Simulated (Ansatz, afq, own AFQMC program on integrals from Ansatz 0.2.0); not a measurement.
# CH7Ge, doublet: AFQMC among the cluster methods

```xyz
9

Ge   -0.4888    0.0000    0.0000
H    -1.0003    1.4466    0.0000
H    -1.0003   -0.7233    1.2528
H    -1.0003   -0.7233   -1.2528
H     1.1462    0.0000    0.0000
C     2.4862    0.0000    0.0000
H     2.4862   -1.0800    0.0000
H     2.4862    0.5400    0.9353
H     2.4862    0.5400   -0.9353
```

Basis cc-pVDZ. Noble-gas cores (and the filled d shells of Ga–Kr and In–Xe) are frozen. AFQMC by an in-house program on the Cholesky factors that Ansatz 0.2.0 writes for its CCSD(T) run. The CISD trial takes its coefficients from CCSD amplitudes. Released means that phaseless walkers are propagated on without the constraint, phases kept. Error bars are statistical, one sigma. No spin–orbit coupling.

Determinant: UHF, the one that the program's search chose, which needn't be the lowest solution. The geometry is a point of a scan.

No full CI on the walks' own integrals is used here; CCSDT(Q) serves as the reference and is uncertain by about the last step of the cluster series.

Cautions: no relativity below Rb; no spin-orbit coupling; inner d shell frozen.

```
T1 diagnostic                               : 0.0154
weight of the determinant in the CISD state : 0.859
⟨S²⟩ of the determinant                     : 0.785
size of the correlated space                : 15 electrons in 61 orbitals
```

| level | correlation energy (eV) |
| --- | --- |
| MP2 | -7.1371 |
| CCSD | -8.5056 |
| CCSD(T) | -8.7077 |

Problem. Estimate where AFQMC with the constraint released lies against CCSD(T) on the same integrals.

Solution. 4.0 ± 0.4 kJ/mol below CCSD(T).

Reference: CCSDT(Q), correlation energy -8.749 eV. The released energy is read at 1.50 1/Eh (meV from the phaseless value at times in 1/Eh: -4 ± 3 at 0.24, -6 ± 3 at 0.51, -6 ± 4 at 0.99, -6 ± 4 at 1.50).

```tsv
level	E − E(reference) (kJ/mol)	share of correlation (%)
CCSD(T)	3.9	99.53
CCSDT	0.9	99.90
ph-AFQMC/CISD	0.5 ± 0.3	99.94
released AFQMC	0.0 ± 0.4	100.01
```

A walk keeps the symmetry of its determinant, which the program's search chose and which needn't be the lowest solution, so a lower state of the same spin and another symmetry isn't excluded. Released energies are given only where the last usable release times agree within the noise; a slower fall can still hide under it.
